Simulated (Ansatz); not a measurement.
Gas-phase reaction in SMILES: P#P [phosphanylidynephosphane] -> P#P as triplet, charge 0 (to the triplet)

Wanted: adiabatic triplet-singlet gap, E(triplet) - E(singlet) (0 K, with zero-point energies), in eV. Terms: spin-orbit terms left out; non-relativistic; open shells spin-unrestricted; six Cartesian d functions in 6-31G* and its kin unless marked 5d. Ab initio and DFT rows: single points at B3LYP-D3(BJ) geometries (Ansatz, an electronic-structure program), with unscaled harmonic terms from B3LYP/6-31G* (Ansatz) at its own minima. Levels can end on unlike triplets.

| species | coefficient | E at B3LYP/6-31G* (Ansatz), Eh | E at PBE0/def2-TZVPD (Ansatz), Eh | zero-point energy, kcal/mol |
|---|---|---|---|---|
| P#P | -1 | -682.68879 | -682.44859 | 1.14 |
| P#P as triplet, charge 0 | +1 | -682.60241 | -682.36361 | 0.84 |

 1 Eh = 27.2114 eV and 1 eV = 23.0605 kcal/mol.

### Question
Work the quantity out at each level.

### Answer

- B3LYP/6-31G*: the sum of coefficient times E is 0.08638 Eh, or 2.351 eV; the thermal terms add -0.013. Result: 2.34 eV.
- PBE0/def2-TZVPD: the sum of coefficient times E is 0.08498 Eh, or 2.312 eV; the thermal terms add -0.013. Result: 2.30 eV.
